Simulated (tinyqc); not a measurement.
RKS/PBE in the sto-3g basis, for H2O, spin multiplicity 1, step by step. One step of it, computed by the program tinyqc.

Question. Iteration 2: diagonalisation and new density. Diagonalise F' = X^T F X, C = X C', fill 5 alpha and 5 beta electrons from the bottom; D = 2 C_occ C_occ^T. Each column has its largest component positive (the first on a tie).

Kohn-Sham matrix F (hartree), order 1O 1s, 1O 2s, 1O 2px, 1O 2py, 1O 2pz, 2H 1s, 3H 1s:
$$\begin{pmatrix}
-18.112177 & -4.698944 & 0.003419 & 0.004027 & -0.016699 & -0.744956 & -0.745295 \\
-4.698944 & -1.776000 & 0.014208 & 0.043480 & -0.123663 & -0.524971 & -0.556960 \\
0.003419 & 0.014208 & 0.068529 & 0.002013 & 0.003886 & 0.003981 & 0.003325 \\
0.004027 & 0.043480 & 0.002013 & -0.049740 & -0.003100 & -0.180624 & 0.233665 \\
-0.016699 & -0.123663 & 0.003886 & -0.003100 & 0.018924 & -0.146794 & -0.163401 \\
-0.744956 & -0.524971 & 0.003981 & -0.180624 & -0.146794 & -0.213495 & -0.152454 \\
-0.745295 & -0.556960 & 0.003325 & 0.233665 & -0.163401 & -0.152454 & -0.374863
\end{pmatrix}$$

X, order 1O 1s, 1O 2s, 1O 2px, 1O 2py, 1O 2pz, 2H 1s, 3H 1s:
$$\begin{pmatrix}
-0.358188 & 0.000000 & 0.729839 & 0.000000 & -0.606655 & 0.000000 & 0.195323 \\
1.043079 & 0.000000 & -0.257071 & 0.000000 & -0.270335 & 0.000000 & 0.468676 \\
0.000000 & 0.000000 & 0.000000 & 1.000000 & 0.000000 & 0.000000 & 0.000000 \\
0.000000 & 0.891179 & 0.000000 & 0.000000 & 0.000000 & 0.662132 & 0.000000 \\
0.416527 & 0.000000 & 0.664181 & 0.000000 & 0.654918 & 0.000000 & 0.188969 \\
-0.652987 & -0.750601 & -0.193661 & 0.000000 & 0.159350 & 0.393071 & 0.381030 \\
-0.652987 & 0.750601 & -0.193661 & 0.000000 & 0.159350 & -0.393071 & 0.381030
\end{pmatrix}$$

Give: F' = X^T F X; orbital energies; coefficients C; D after iteration 2.

Answer.

F' = X^T F X (hartree):
$$\begin{pmatrix}
-0.2795 & 0.0561 & 1.8233 & 0.0104 & -1.6448 & -0.0203 & 0.6890 \\
0.0561 & 0.3551 & 0.0028 & 0.0013 & -0.0277 & 0.1151 & -0.0235 \\
1.8233 & 0.0028 & -7.6076 & 0.0000 & 7.8136 & -0.0247 & -3.9291 \\
0.0104 & 0.0013 & 0.0000 & 0.0685 & -0.0022 & 0.0016 & 0.0108 \\
-1.6448 & -0.0277 & 7.8136 & -0.0022 & -7.9778 & 0.0058 & 4.1136 \\
-0.0203 & 0.1151 & -0.0247 & 0.0016 & 0.0058 & -0.2813 & 0.0583 \\
0.6890 & -0.0235 & -3.9291 & 0.0108 & 4.1136 & 0.0583 & -2.7465
\end{pmatrix}$$

orbital energies (hartree): MO1 -18.1235, MO2 -0.6817, MO3 -0.2993, MO4 -0.0527, MO5 0.0686, MO6 0.2307, MO7 0.3889

coefficients C, order 1O 1s, 1O 2s, 1O 2px, 1O 2py, 1O 2pz, 2H 1s, 3H 1s:
$$\begin{pmatrix}
0.9931 & -0.2195 & 0.0543 & -0.1417 & -0.0045 & -0.0902 & -0.0381 \\
0.0296 & 0.7717 & -0.2290 & 0.6839 & 0.0137 & 0.5356 & 0.2079 \\
-0.0002 & -0.0163 & 0.0109 & -0.0284 & 0.9987 & 0.0348 & 0.0106 \\
-0.0003 & -0.0727 & -0.4775 & -0.1594 & -0.0014 & -0.2648 & 0.9507 \\
0.0032 & 0.1546 & -0.0245 & -0.6053 & -0.0443 & 0.8189 & 0.1260 \\
-0.0060 & 0.1500 & -0.4533 & -0.4079 & 0.0217 & -0.4854 & -0.8496 \\
-0.0062 & 0.2969 & 0.5763 & -0.4485 & 0.0058 & -0.7157 & 0.4675
\end{pmatrix}$$

D after iteration 2, order 1O 1s, 1O 2s, 1O 2px, 1O 2py, 1O 2pz, 2H 1s, 3H 1s:
$$\begin{pmatrix}
2.1151 & -0.4989 & 0.0071 & 0.0246 & 0.1077 & -0.0117 & 0.0470 \\
-0.4989 & 2.2335 & -0.0417 & -0.1116 & -0.5790 & -0.1185 & -0.4193 \\
0.0071 & -0.0417 & 1.9974 & -0.0018 & -0.0596 & 0.0518 & 0.0399 \\
0.0246 & -0.1116 & -0.0018 & 0.5174 & 0.1941 & 0.5411 & -0.4506 \\
0.1077 & -0.5790 & -0.0596 & 0.1941 & 0.7857 & 0.5605 & 0.6059 \\
-0.0117 & -0.1185 & 0.0518 & 0.5411 & 0.5605 & 0.7899 & -0.0672 \\
0.0470 & -0.4193 & 0.0399 & -0.4506 & 0.6059 & -0.0672 & 1.2431
\end{pmatrix}$$
